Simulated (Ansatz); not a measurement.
Zinc-blende InAs was calculated with LDA (plane waves, PAW; Ansatz, a quantum-chemistry and plane-wave program).

Total energies, extrapolated to zero smearing (they compare only within this program, potentials and cutoff; free atoms with spin allowed, lowest state found):

| system | energy (eV/atom) |
|---|---|
| zinc-blende InAs, relaxed | -5115.6233 |
| free In atom | -5454.0842 |
| free As atom | -4769.6803 |

Q: Work out the cohesive energy per atom.

A: E_coh = [1 × (-5454.0842) + 1 × (-4769.6803)]/2 − (-5115.6233) = 3.74 eV/atom. The reference value is 3.08 eV/atom (measured, static lattice: zero-point vibration energy added, our sources range from 3.08 to 3.25; as tabulated in Mejia-Rodriguez and Trickey (2018), arXiv:1807.09216), not set against a level without spin–orbit coupling.

Spin–orbit coupling is left out; its size isn't shown.

The PAW data were made under PBE.
